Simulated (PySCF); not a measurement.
OSi, SMILES O=[Si] (connectivity only; charge and spin as stated), neutral, multiplicity 1. Atoms are numbered in the order given.

```xyz
2

Si     0.0000     0.0000    -0.5503
O      0.0000     0.0000     0.9630
```
Charge 0, spin multiplicity 1.

Geometry: B3LYP-D3(BJ)/def2-TZVPD.

Vertical ionisation energy (IE) and electron affinity (EA) in eV. Rows of orbital energies are one-electron estimates. Where ΔSCF, EOM or ADC give a negative EA the extra electron is unbound and the value depends on the basis.

```tsv
level	IE	EA
−ε(HOMO), −ε(LUMO), CAM-B3LYP/def2-TZVPD (PySCF)	10.24	0.98
−ε(HOMO), −ε(LUMO), PBE/def2-TZVPD (PySCF)	7.47	2.87
EOM-CCSD/aug-cc-pVDZ (PySCF)	11.40	-0.18
ADC(2)/aug-cc-pVDZ (PySCF)	10.06	-0.17
```

Task: Beyond the first one, list the lowest photoelectron lines from PySCF with ADC(2)/aug-cc-pVDZ with their pole strengths (two spins summed). (The exact figures need the calculation; the answer reports its results.)

Result: 10.47 eV (1.66), 10.47 eV (1.66), 14.07 eV (1.76).
